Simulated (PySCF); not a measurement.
**PH4F, a cluster of ions as drawn: interaction energy**

The task here is to estimate one member of a computed series from the others.

Programs: PySCF 2.14.0. All values are calculated, for the isolated system unless a continuum is named. Atoms count from 0, parts from 1.

## The system as given

6 atoms, charge 0, multiplicity 1; geometry: GFN2-xTB. Parts: 1 = atoms 0–4, `[PH4+]`, charge 1; 2 = atom 5, `[F-]`, charge -1. In the given geometry P0 and F5 of different parts are bonded (1.78 Å), so values for the parts refer to these atom groups.

The first run:

What the job is given:

```
{"job": {"xc": "PBE0", "basis": "def2-TZVPD", "d3": "d3bj", "grid": 3, "kind": "geom", "shake": 0.01}, "charge": 0, "multiplicity": 1, "parts": [{"atoms": "0-4", "charge": 1, "multiplicity": 1}, {"atoms": "5-5", "charge": -1, "multiplicity": 1}]}
P      0.077730     0.291872    -0.161411
H      0.415678    -0.211842     1.126178
H     -0.778317    -0.733748    -0.498557
H     -0.462184     1.469370     0.323883
H      1.335637     0.335864    -0.654089
F     -0.389202     0.961162    -1.744618
```

Run with:

```console
$ OMP_NUM_THREADS=1 python cluster_run.py task.json out
```

This one command runs all jobs of the session in turn.

Among the steps run: Optimising the geometry at PBE0-D3(BJ)/def2-TZVPD; Coupled-cluster interaction energy: CCSD(T) and MP2, 1.68 Å; Coupled-cluster interaction energy: CCSD(T) and MP2, 1.77 Å; Coupled-cluster interaction energy: CCSD(T) and MP2, 1.85 Å; Coupled-cluster interaction energy: CCSD(T) and MP2, 1.60 Å; Coupled-cluster interaction energy: CCSD(T) and MP2, 2.10 Å; Coupled-cluster interaction energy: CCSD(T) and MP2, 1.51 Å; Coupled-cluster interaction energy: CCSD(T) and MP2, 2.52 Å; Coupled-cluster interaction energy: CCSD(T) and MP2, 3.36 Å.

One of the session's tables, all rows but one given; the rest of the session is left out.

It belongs to the step «Coupled-cluster interaction energy: CCSD(T) and MP2, 3.36 Å». 

| method | interaction energy (kcal/mol) |
| --- | --- |
| HF/aug-cc-pVDZ | -101.69 |
| MP2/aug-cc-pVDZ | -102.80 |
| CCSD/aug-cc-pVDZ | -102.66 |
| CCSD(T)/aug-cc-pVDZ | -103.42 |
| HF/aug-cc-pVQZ | -102.55 |
| MP2/aug-cc-pVQZ | -103.90 |
| SCS-MP2/aug-cc-pVQZ | -103.81 |
| MP2, extrapolated | ? |
| CCSD(T), limit estimate | -104.54 |

Estimate the missing values for MP2, extrapolated.

The run gave: interaction energy (kcal/mol): -103.92. In the column «interaction energy (kcal/mol)» it lies between CCSD(T), limit estimate (-104.54) and MP2/aug-cc-pVQZ (-103.90).

To keep in mind: At 2.52 Å a test (T1, the size of the triples or of CCSD(T) less MP2, charge moved between the parts) flags the run, so its CCSD(T) estimate is not taken as a benchmark. At 3.36 Å a test (T1, the size of the triples or of CCSD(T) less MP2, charge moved between the parts) flags the run, so its CCSD(T) estimate is not taken as a benchmark.
